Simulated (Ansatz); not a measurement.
# C6H12 (SMILES C=CCCCC): a chain of runs

We compute a structure relaxation (singlet C6H12, HF/STO-3G), then vibrational wavenumbers (singlet C6H12, HF/STO-3G), then the energy (doublet [C6H12]+, UHF/STO-3G), then a geometry optimisation (doublet [C6H12]+, UHF/STO-3G), then a geometry optimisation (singlet C6H12, HF/3-21G), then vibrational wavenumbers (singlet C6H12, HF/3-21G) of C6H12. 

The calculation is run with Ansatz 0.2.0.

## (1) Starting point

C6H12: 18 atoms, total charge 0, spin state singlet. SMILES: `C=CCCCC`. The coordinates come from a PBE0-D4/def2-TZVP relaxation. This is one conformer, not always the lowest. The run starts from this shape.

Some bond lengths: C1–C2 1.326 Å, C2–C3 1.492 Å, C3–C4 1.531 Å, C4–C5 1.524 Å, C5–C6 1.520 Å, C1–H7 1.084 Å, C1–H8 1.086 Å, C2–H9 1.089 Å, C3–H10 1.097 Å, C3–H11 1.094 Å, C4–H12 1.096 Å, C4–H13 1.095 Å, C5–H14 1.095 Å, C5–H15 1.095 Å, C6–H16 1.092 Å, C6–H17 1.094 Å. Some angles: C1–C2–C3 124.9°, C2–C3–C4 113.7°, C3–C4–C5 115.3°, C4–C5–C6 114.1°, C1–C2–H9 118.5°, C3–C2–H9 116.6°, C2–C1–H7 121.7°, C2–C1–H8 121.3°, C2–C3–H10 109.2°, C2–C3–H11 109.2°.

## (2) A structure relaxation at HF/STO-3G (start density atoms) (run 1)

run.yaml

```yaml
crystal:
  periodic: [false, false, false]
  atoms:
    - {symbol: C, position_ang: [0.557260, -2.464680, -1.410260]}
    - {symbol: C, position_ang: [0.256910, -1.557210, -0.491470]}
    - {symbol: C, position_ang: [1.057370, -0.329250, -0.211220]}
    - {symbol: C, position_ang: [0.323130, 0.973080, -0.541800]}
    - {symbol: C, position_ang: [-0.989470, 1.187860, 0.202760]}
    - {symbol: C, position_ang: [-0.845170, 1.224200, 1.715550]}
    - {symbol: H, position_ang: [-0.065590, -3.336430, -1.575290]}
    - {symbol: H, position_ang: [1.443620, -2.368500, -2.030700]}
    - {symbol: H, position_ang: [-0.640990, -1.700710, 0.106950]}
    - {symbol: H, position_ang: [1.345430, -0.320820, 0.846750]}
    - {symbol: H, position_ang: [1.988200, -0.368130, -0.784830]}
    - {symbol: H, position_ang: [0.995820, 1.811240, -0.325440]}
    - {symbol: H, position_ang: [0.130050, 0.999120, -1.619240]}
    - {symbol: H, position_ang: [-1.426830, 2.131340, -0.139440]}
    - {symbol: H, position_ang: [-1.706150, 0.409590, -0.080020]}
    - {symbol: H, position_ang: [-1.797970, 1.454720, 2.197410]}
    - {symbol: H, position_ang: [-0.124150, 1.987240, 2.023900]}
    - {symbol: H, position_ang: [-0.501450, 0.267350, 2.116390]}
basis:
  gaussian:
    orbitals: STO-3G
hamiltonian:
  xc: hf
relax:
  f_tol: 0.002
output: {orbitals: {seedname: orbitals}}
```

Started as:

```console
$ ansatz run run.yaml --threads 1 --pin off --max-ram 3480MiB --events-out events.jsonl --progress --plain --runs-dir runs
```

The program printed:

```text
Warning: RAYON_NUM_THREADS=1 ignored (pool sized by the plan → 1); use --threads N
The last accepted step is kept in runs//last_step.txt (removed where the run ends without a failure and the disk answers)
[... 80 lines left out ...]
Total energy: -6296.66167304 eV, -231.3980484536 hartree
[... 18 lines left out ...]
Dipole moment:    -0.004542     0.053483     0.023342 e Å
```

Wall time 17 s (1 thread of Arm Neoverse V1, shared host); peak memory 0.093 GiB.

The path in brief:

```csv
step,energy from the first frame kept (eV),largest force (eV/Å)
1,0.0000,2.5272
2,-0.0758,0.3099
3,-0.0779,0.1498
4,-0.0793,0.0659
5,-0.0796,0.0475
6,-0.0800,0.0329
7,-0.0803,0.0198
8,-0.0804,0.0173
9,-0.0804,0.0115
10,-0.0804,0.0057
11,-0.0804,0.0021
```

After the run. Some bond lengths: C1–C2 1.309 Å, C2–C3 1.525 Å, C3–C4 1.552 Å, C4–C5 1.547 Å, C5–C6 1.542 Å, C1–H7 1.081 Å, C1–H8 1.081 Å, C2–H9 1.084 Å, C3–H10 1.089 Å, C3–H11 1.088 Å, C4–H12 1.089 Å, C4–H13 1.089 Å, C5–H14 1.089 Å, C5–H15 1.088 Å, C6–H16 1.086 Å, C6–H17 1.086 Å. Some angles: C1–C2–C3 124.5°, C2–C3–C4 113.6°, C3–C4–C5 115.4°, C4–C5–C6 114.0°, C1–C2–H9 119.7°, C3–C2–H9 115.7°, C2–C1–H7 122.1°, C2–C1–H8 122.2°, C2–C3–H10 109.3°, C2–C3–H11 109.0°.

## (3) The harmonic vibrations at HF/STO-3G (start density atoms) (run 2)

molecule.yaml

```yaml
basis:
  gaussian: {orbitals: STO-3G}
crystal:
  periodic: [false, false, false]
  atoms:
    - {symbol: C, position_ang: [0.573733, -2.465538, -1.478365]}
    - {symbol: C, position_ang: [0.262102, -1.623572, -0.526360]}
    - {symbol: C, position_ang: [1.061151, -0.370785, -0.184207]}
    - {symbol: C, position_ang: [0.323631, 0.949480, -0.531261]}
    - {symbol: C, position_ang: [-1.007321, 1.183119, 0.222705]}
    - {symbol: C, position_ang: [-0.848242, 1.310893, 1.750694]}
    - {symbol: H, position_ang: [-0.022808, -3.342753, -1.686716]}
    - {symbol: H, position_ang: [1.444902, -2.329667, -2.104507]}
    - {symbol: H, position_ang: [-0.618929, -1.800322, 0.080564]}
    - {symbol: H, position_ang: [1.306946, -0.379460, 0.876613]}
    - {symbol: H, position_ang: [2.000483, -0.389323, -0.732547]}
    - {symbol: H, position_ang: [0.996434, 1.779496, -0.321793]}
    - {symbol: H, position_ang: [0.121263, 0.964297, -1.600789]}
    - {symbol: H, position_ang: [-1.452327, 2.100022, -0.159705]}
    - {symbol: H, position_ang: [-1.702942, 0.377575, -0.001573]}
    - {symbol: H, position_ang: [-1.801509, 1.559966, 2.207353]}
    - {symbol: H, position_ang: [-0.138178, 2.094025, 1.999510]}
    - {symbol: H, position_ang: [-0.498369, 0.382557, 2.190383]}
magnetization: {spin_polarized: false}
phonons: {temperatures: {t_min: 298.15, t_max: 298.15, t_step: 1}}
hamiltonian: {xc: hf}
```

Started as:

```console
$ ansatz run molecule.yaml --threads 1 --pin off --max-ram 3480MiB --events-out events.jsonl --progress --plain --runs-dir runs
```

The program printed:

```text
Warning: RAYON_NUM_THREADS=1 ignored (pool sized by the plan → 1); use --threads N
[... 576 lines left out ...]
Total energy: -6296.66164147 eV, -231.3980472934 hartree
[... 18 lines left out ...]
Dipole moment:    -0.004541     0.053483     0.023343 e Å
Vibrations: 51.35 70.67 164.97 257.68 280.07 394.45 465.83 522.24 771.80 872.94 956.48 989.51 1073.40 1128.45 1156.48 1167.29 1238.73 1254.09 1284.87 1343.56 1369.22 1457.13 1505.32 1541.83 1556.30 1631.68 1671.00 1700.03 1732.67 1747.86 1819.57 1827.61 1833.29 1842.41 1851.94 2069.94 3570.14 3601.94 3605.83 3610.62 3650.12 3709.45 3715.38 3723.21 3724.18 3750.29 3756.33 3807.63 cm⁻¹, zero-point energy 5.382635 eV
```

Wall time 2.3 min (1 thread of Arm Neoverse V1, shared host); peak memory 0.093 GiB.

## (4) The doublet cation: a single-point energy at UHF/STO-3G (start density atoms) (run 3)

input.yaml

```yaml
basis:
  gaussian:
    orbitals: STO-3G
crystal:
  periodic: [false, false, false]
  atoms:
    - {symbol: C, position_ang: [0.573733, -2.465538, -1.478365]}
    - {symbol: C, position_ang: [0.262102, -1.623572, -0.526360]}
    - {symbol: C, position_ang: [1.061151, -0.370785, -0.184207]}
    - {symbol: C, position_ang: [0.323631, 0.949480, -0.531261]}
    - {symbol: C, position_ang: [-1.007321, 1.183119, 0.222705]}
    - {symbol: C, position_ang: [-0.848242, 1.310893, 1.750694]}
    - {symbol: H, position_ang: [-0.022808, -3.342753, -1.686716]}
    - {symbol: H, position_ang: [1.444902, -2.329667, -2.104507]}
    - {symbol: H, position_ang: [-0.618929, -1.800322, 0.080564]}
    - {symbol: H, position_ang: [1.306946, -0.379460, 0.876613]}
    - {symbol: H, position_ang: [2.000483, -0.389323, -0.732547]}
    - {symbol: H, position_ang: [0.996434, 1.779496, -0.321793]}
    - {symbol: H, position_ang: [0.121263, 0.964297, -1.600789]}
    - {symbol: H, position_ang: [-1.452327, 2.100022, -0.159705]}
    - {symbol: H, position_ang: [-1.702942, 0.377575, -0.001573]}
    - {symbol: H, position_ang: [-1.801509, 1.559966, 2.207353]}
    - {symbol: H, position_ang: [-0.138178, 2.094025, 1.999510]}
    - {symbol: H, position_ang: [-0.498369, 0.382557, 2.190383]}
total_charge: 1
magnetization:
  spin_polarized: true
  initial_magnetization: 1
hamiltonian:
  xc: hf
```

Started as:

```console
$ ansatz run input.yaml --threads 1 --pin off --max-ram 3480MiB --events-out events.jsonl --progress --plain --runs-dir runs
```

The program printed:

```text
Warning: RAYON_NUM_THREADS=1 ignored (pool sized by the plan → 1); use --threads N
Functional definition: HF
  name "HF"
  exchange = exact_x
  correlation = 0
590 factors; integrals over basis functions are off by at most 5.1e-5 eV
mean field evaluation 1: about -6287.3963 eV, gradient 1.4e1 eV
mean field evaluation 2: about -6287.7430 eV, gradient 1.4e1 eV
mean field evaluation 4: about -6289.3548 eV, gradient 1.4e0 eV
mean field evaluation 8: about -6289.3943 eV, gradient 3.9e-4 eV
mean field -6289.39295390 eV, -231.1309279522 hartree, gradient 4.0e-5 eV, S^2 0.754433; 0 other end points of the search recorded, 0 dependent functions left out
reference -6289.39295390 eV, -231.1309279522 hartree; 24, 23 occupied and 18, 19 virtual orbitals, 590 factors
Total energy: -6289.39295390 eV, -231.1309279522 hartree
```

It took 0.56 s on 1 thread of Arm Neoverse V1, shared host; peak memory 0.093 GiB.

## (5) The doublet cation: a geometry optimisation at UHF/STO-3G (start density atoms) (run 4)

input.yaml, as its differences from that of step 4:

```diff
@@ -1,4 +1 @@
-basis:
-  gaussian:
-    orbitals: STO-3G
 crystal:
@@ -24,2 +21,5 @@
     - {symbol: H, position_ang: [-0.498369, 0.382557, 2.190383]}
+basis:
+  gaussian:
+    orbitals: STO-3G
 total_charge: 1
@@ -30 +30,2 @@
   xc: hf
+relax: {}
```

Started as:

```console
$ ansatz run input.yaml --threads 1 --pin off --max-ram 3480MiB --events-out events.jsonl --progress --plain --runs-dir runs
```

The program printed:

```text
Warning: RAYON_NUM_THREADS=1 ignored (pool sized by the plan → 1); use --threads N
The last accepted step is kept in runs//last_step.txt (removed where the run ends without a failure and the disk answers)
[... 99 lines left out ...]
Total energy: -6289.98419167 eV, -231.1526555395 hartree
[... 18 lines left out ...]
Dipole moment:     0.347474    -1.330389    -0.652395 e Å
```

Run time: 23 s. Hardware: 1 thread of Arm Neoverse V1, shared host; peak memory 0.1 GiB.

The path in brief:

```csv
step,energy from the first frame kept (eV),largest force (eV/Å)
1,0.0000,9.4414
2,-0.5681,1.0512
3,-0.5847,0.2516
4,-0.5858,0.2175
5,-0.5882,0.0822
6,-0.5886,0.0382
7,-0.5890,0.0259
8,-0.5897,0.0736
9,-0.5900,0.0649
10,-0.5903,0.0364
11,-0.5904,0.0292
12,-0.5905,0.0448
13,-0.5905,0.0170
14,-0.5906,0.0038
```

After the run. Some bond lengths: C1–C2 1.436 Å, C2–C3 1.505 Å, C3–C4 1.575 Å, C4–C5 1.548 Å, C5–C6 1.541 Å, C1–H7 1.095 Å, C1–H8 1.095 Å, C2–H9 1.103 Å, C3–H10 1.090 Å, C3–H11 1.089 Å, C4–H12 1.089 Å, C4–H13 1.089 Å, C5–H14 1.088 Å, C5–H15 1.089 Å, C6–H16 1.086 Å, C6–H17 1.086 Å. Some angles: C1–C2–C3 123.9°, C2–C3–C4 110.1°, C3–C4–C5 115.4°, C4–C5–C6 114.2°, C1–C2–H9 117.3°, C3–C2–H9 118.8°, C2–C1–H7 120.8°, C2–C1–H8 120.4°, C2–C3–H10 108.3°, C2–C3–H11 109.7°.

## (6) A geometry optimisation at HF/3-21G (start density atoms) (run 5)

run.yaml, as its differences from that of step 2:

```diff
@@ -22,8 +22,5 @@
 basis:
-  gaussian:
-    orbitals: STO-3G
-hamiltonian:
-  xc: hf
-relax:
-  f_tol: 0.002
+  gaussian: {orbitals: 3-21G.json}
+hamiltonian: {xc: hf}
+relax: {f_tol: 0.002}
 output: {orbitals: {seedname: orbitals}}
```

The basis set 3-21G is read from a file made from the Basis Set Exchange's data (not shown).

Started as:

```console
$ ansatz run run.yaml --threads 1 --pin off --max-ram 3480MiB --events-out events.jsonl --progress --plain --runs-dir runs
```

The program printed:

```text
Warning: RAYON_NUM_THREADS=1 ignored (pool sized by the plan → 1); use --threads N
The last accepted step is kept in runs//last_step.txt (removed where the run ends without a failure and the disk answers)
[... 99 lines left out ...]
Total energy: -6336.96783876 eV, -232.8792727234 hartree
[... 18 lines left out ...]
Dipole moment:    -0.012143     0.062111     0.021474 e Å
```

It took 23 s on 1 thread of Arm Neoverse V1, shared host; peak memory 0.17 GiB.

Step by step:

```csv
step,energy from the first frame kept (eV),largest force (eV/Å)
1,0.0000,1.1231
2,-0.0403,0.3975
3,-0.0455,0.1998
4,-0.0410,0.3570
5,-0.0478,0.0729
6,-0.0469,0.0798
7,-0.0486,0.0245
8,-0.0488,0.0286
9,-0.0490,0.0326
10,-0.0491,0.0127
11,-0.0491,0.0096
12,-0.0491,0.0119
13,-0.0491,0.0026
14,-0.0491,0.0016
```

After the run. Some bond lengths: C1–C2 1.317 Å, C2–C3 1.510 Å, C3–C4 1.550 Å, C4–C5 1.543 Å, C5–C6 1.542 Å, C1–H7 1.073 Å, C1–H8 1.075 Å, C2–H9 1.076 Å, C3–H10 1.085 Å, C3–H11 1.085 Å, C4–H12 1.086 Å, C4–H13 1.085 Å, C5–H14 1.086 Å, C5–H15 1.084 Å, C6–H16 1.085 Å, C6–H17 1.085 Å. Some angles: C1–C2–C3 124.4°, C2–C3–C4 112.5°, C3–C4–C5 114.7°, C4–C5–C6 113.2°, C1–C2–H9 119.4°, C3–C2–H9 116.2°, C2–C1–H7 121.9°, C2–C1–H8 121.8°, C2–C3–H10 109.8°, C2–C3–H11 109.2°.

## (7) Vibrational wavenumbers at HF/3-21G (start density atoms) (run 6)

molecule.yaml

```yaml
crystal:
  periodic: [false, false, false]
  atoms:
    - symbol: C
      position_ang: [0.555166, -2.433446, -1.486070]
    - symbol: C
      position_ang: [0.261843, -1.604772, -0.506036]
    - symbol: C
      position_ang: [1.064760, -0.373265, -0.160174]
    - symbol: C
      position_ang: [0.327205, 0.938064, -0.531286]
    - symbol: C
      position_ang: [-1.007622, 1.159693, 0.210717]
    - symbol: C
      position_ang: [-0.838674, 1.305208, 1.736065]
    - symbol: H
      position_ang: [-0.052538, -3.290846, -1.705001]
    - symbol: H
      position_ang: [1.418342, -2.290065, -2.110225]
    - symbol: H
      position_ang: [-0.608641, -1.789621, 0.098306]
    - symbol: H
      position_ang: [1.296223, -0.372074, 0.899757]
    - symbol: H
      position_ang: [2.008762, -0.400865, -0.694179]
    - symbol: H
      position_ang: [0.984467, 1.777395, -0.321825]
    - symbol: H
      position_ang: [0.141573, 0.929326, -1.600265]
    - symbol: H
      position_ang: [-1.466051, 2.063967, -0.177467]
    - symbol: H
      position_ang: [-1.689733, 0.345467, -0.006700]
    - symbol: H
      position_ang: [-1.787095, 1.544414, 2.204674]
    - symbol: H
      position_ang: [-0.138402, 2.101551, 1.966337]
    - symbol: H
      position_ang: [-0.469565, 0.389876, 2.183373]
basis:
  gaussian: {orbitals: 3-21G.json}
hamiltonian: {xc: hf}
phonons: {temperatures: {t_min: 298.15, t_max: 298.15, t_step: 1}}
```

The basis set 3-21G is read from a file made from the Basis Set Exchange's data (not shown).

Started as:

```console
$ ansatz run molecule.yaml --threads 1 --pin off --max-ram 3480MiB --events-out events.jsonl --progress --plain --runs-dir runs
```

The program printed:

```text
Warning: RAYON_NUM_THREADS=1 ignored (pool sized by the plan → 1); use --threads N
[... 583 lines left out ...]
Total energy: -6336.96783369 eV, -232.8792725369 hartree
[... 18 lines left out ...]
Dipole moment:    -0.012142     0.062110     0.021474 e Å
Vibrations: 48.41 73.87 170.08 259.02 284.47 388.79 459.81 499.20 728.28 807.80 844.47 905.66 985.15 1018.20 1063.96 1110.19 1114.36 1167.57 1177.26 1237.41 1273.26 1367.85 1402.73 1457.79 1464.98 1484.85 1516.31 1526.72 1573.78 1616.16 1650.85 1657.51 1664.90 1673.83 1681.53 1854.42 3189.84 3193.81 3202.11 3210.93 3227.31 3233.24 3245.37 3253.86 3263.86 3306.31 3323.12 3383.69 cm⁻¹, zero-point energy 4.850563 eV
```

It took 2.4 min on 1 thread of Arm Neoverse V1, shared host; peak memory 0.17 GiB.

## (8) Summary of results

| quantity | value |
| --- | --- |
| run 1, HF/STO-3G: total energy at the end | -231.39805 Eh |
| run 1, HF/STO-3G: dipole moment | 0.28 D |
| run 1, HF/STO-3G: HOMO energy | -8.51 eV |
| run 1, HF/STO-3G: LUMO energy | 8.99 eV |
| run 1, HF/STO-3G: HOMO–LUMO gap | 17.50 eV |
| run 2, HF/STO-3G: largest force on an atom | 0.002 eV/Å |
| run 2, HF/STO-3G: lowest harmonic wavenumber | 51 cm⁻¹ |
| run 2, HF/STO-3G: highest harmonic wavenumber | 3808 cm⁻¹ |
| run 2, HF/STO-3G: zero-point energy | 519.3 kJ/mol |
| doublet cation, run 3: total energy | -231.13093 Eh |
| doublet cation, run 3: ⟨S²⟩ | 0.754 |
| doublet cation, run 4: total energy at the end | -231.15266 Eh |
| doublet cation, run 4: ⟨S²⟩ | 0.756 |
| run 5, HF/3-21G: total energy at the end | -232.87927 Eh |
| run 5, HF/3-21G: dipole moment | 0.32 D |
| run 5, HF/3-21G: HOMO energy | -9.75 eV |
| run 5, HF/3-21G: LUMO energy | 5.14 eV |
| run 5, HF/3-21G: HOMO–LUMO gap | 14.88 eV |
| run 6, HF/3-21G: largest force on an atom | 0.002 eV/Å |
| run 6, HF/3-21G: lowest harmonic wavenumber | 48 cm⁻¹ |
| run 6, HF/3-21G: highest harmonic wavenumber | 3384 cm⁻¹ |
| run 6, HF/3-21G: zero-point energy | 468.0 kJ/mol |
| vertical ionisation energy (to the doublet cation) | 7.269 eV |
| adiabatic ionisation energy (to the doublet cation, no zero-point term) | 6.677 eV |

**Reading.** The vertical ionisation energy comes to 7.27 eV (701 kJ/mol). In a minimal basis such a difference can be off by several eV, whatever the method. The adiabatic ionisation energy (to the doublet cation, no zero-point term) is 6.68 eV (644 kJ/mol). The optimisation (run 1, HF/STO-3G) took 10 steps and changed the energy by -0.080 eV. All 48 modes (run 2, HF/STO-3G) are real, so the shape is a minimum at this level. The optimisation (doublet cation, run 4) took 13 steps and changed the energy by -0.591 eV.
